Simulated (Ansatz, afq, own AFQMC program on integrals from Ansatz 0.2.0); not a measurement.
AFQMC on a folder of integrals that Ansatz 0.2.0 wrote.

```yaml
crystal:
  periodic: [false, false, false]
  atoms:
    - {symbol: Al, position_ang: [0.000000, 0.000000, 0.410584]}
    - {symbol: Al, position_ang: [0.000000, 0.000000, -2.404416]}
    - {symbol: H, position_ang: [0.000000, 0.000000, 1.993831]}
basis:
  gaussian: {orbitals: 6-31G}
magnetization: {spin_polarized: true, initial_magnetization: 3}
correlation: {method: ccsd_t, electrons: outside_noble_gas, hamiltonian_folder: ham}
```

```sh
$ ansatz run in.yaml --threads 1 --pin off --events-out ev --progress --plain --max-ram 16896MiB --backend cuda --devices 0, --max-vram 18GiB
```

Options of the walk:

```
--method phaseless --trial cisd --walkers 4000 --populations 20 --least-time 60 --time-step 0.005 --steps-per-block 50 --equilibration-blocks 28 --max-blocks 4000 --target-error 0.00016 --factor-cut 1e-05 --start spin_pure --seed 5527 --release-times 0.24,0.51,0.99,1.62,2.4 --release-step 0.03 --release-every 3 --taylor-order 6
```

Times are imaginary, in 1/Eh. The walk had a cap of 122 s. With eight or more populations the least sampling time is a fifth of least-time, and the error comes from their spread.

Log:

```
orbitals 18  electrons 5 2  factors 102 of 308
reference energy -484.26502536 Eh
CCSD correlation -0.07891535 Eh in 14 cycles, weight of the determinant in the CISD state 0.8755
energy of the start -484.343349 Eh
 block  time / (1/Eh)  mean weight  energy / Eh
     1     0.250  1.0001  -484.343030
     2     0.500  1.0000  -484.343065
     3     0.750  1.0000  -484.343306
     4     1.000  0.9999  -484.343636
     5     1.250  1.0001  -484.344012
    12     3.000  0.9999  -484.345922
    19     4.750  1.0001  -484.346826
    26     6.500  0.9999  -484.347228
    33     8.250  1.0001  -484.347734
    34     8.500  1.0000  -484.348028
    40    10.000  0.9999  -484.347243
    47    11.750  0.9999  -484.347058
    54    13.500  0.9999  -484.347305
    61    15.250  0.9999  -484.346846
    64    16.000  0.9999  -484.344984
    68    17.000  1.0000  -484.347052
    75    18.750  1.0001  -484.347036
    78    19.500  1.0001  -484.346700
error from the spread of 20 populations
released: time / (1/Eh)  energy / Eh  error  mean overlap
  0.24  -484.347244  0.000118  0.9998
  0.51  -484.347426  0.000090  1.0003
  0.99  -484.342649  0.004896  0.9987
  1.62  -484.347648  0.000095  0.9985
  2.40  -484.351449  0.002585  0.9996
energy -484.347160 +/- 0.000117 Eh
(rows thinned)
```

The run passed its tests (sampling time, drift between the halves within three errors, error under three times the target), which doesn't prove that it has relaxed. The second half of the sampling lies above the first by 2.1 errors of their difference, so the energy may still be moving and its error bar be too small.

Against this walk (error 3.2 meV) on the same determinant: CCSD(T) 17.2 meV higher, CCSDT(Q) 23.7 meV lower, CCSDTQ 30.0 meV lower, full CI 31.1 meV lower. The error is statistical and leaves out the bias of the constraint. The released energies have errors that jump between times, so the bars are unsure (meV from the phaseless value at times in 1/Eh: -2 ± 3 at 0.24, -7.3 ± 2.4 at 0.51, 123 ± 133 at 0.99, -13 ± 3 at 1.62, -117 ± 70 at 2.40), so they give no level; they do show a bias of the constraint, and the last of them that isn't too noisy lies 18 meV above full CI. Full CI is exact here, so the walk's 31 meV above it is the walk's own error: the bias of the constraint with this trial, or a walk that hasn't relaxed.

Cautions: constraint bias not in the error; lower spins were not checked; the search met a lower determinant of the same kind, perhaps of another symmetry (35 meV lower), and this one is a saddle point.

The walk took 16 s on 1 × NVIDIA H100 80GB HBM3 with 2 threads of AMD EPYC 7R13 Processor (Zen 3) (shared host) (the card was shared). The log's last line is the phaseless energy.

CCSDT and higher add their correlation energy to the determinant of the CCSD(T) run, since their own runs factorise the integrals more tightly (a shift of under 2 meV). A walk keeps the symmetry of its determinant, which the program's search chose and which needn't be the lowest solution, so a lower state of the same spin and another symmetry isn't excluded.
